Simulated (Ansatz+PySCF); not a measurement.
# singlet CH2S: levels of theory in one basis

| atom | x (Å) | y (Å) | z (Å) |
| --- | --- | --- | --- |
| C | 0.0000 | 0.0000 | -0.9399 |
| S | 0.0000 | 0.0000 | 0.5379 |
| H | 0.0000 | -0.8553 | -1.4837 |
| H | 0.0000 | 0.8553 | -1.4837 |

Basis set: def2-SVP (spherical functions). Left uncorrelated: 6 orbitals. Charge 0, multiplicity 1.

Computed with Ansatz (development build ahead of 0.2.0); each method stands on the lowest determinant of its kind that the runs found. NEVPT2 correlates all electrons. Active spaces start from the frontier orbitals, and the lowest solution found is given.

```tsv
method	E − E(RHF) (eV)	<S²> of the determinant
RHF	0.00	0.00
RHF-CCSD	-7.71	–
RHF-CCSD(T)	-7.96	–
CASSCF(4,3)	-0.71	–
SC-NEVPT2(4,3)	-7.41	–
```

Problem. What does RHF-MP2 give on the same scale?

Solution. -7.00 eV.

Problem. Is a single determinant a sound starting point here?

Solution. By this sign, yes. Unrestricted orbitals gain 0.00 eV and <S²> is 0.00 against 0.00 for a pure state. The CASSCF(4,3) natural occupations are 2.00, 1.92, 0.08.

Caution for CASSCF(4,3): other starts end on other solutions of this active space.
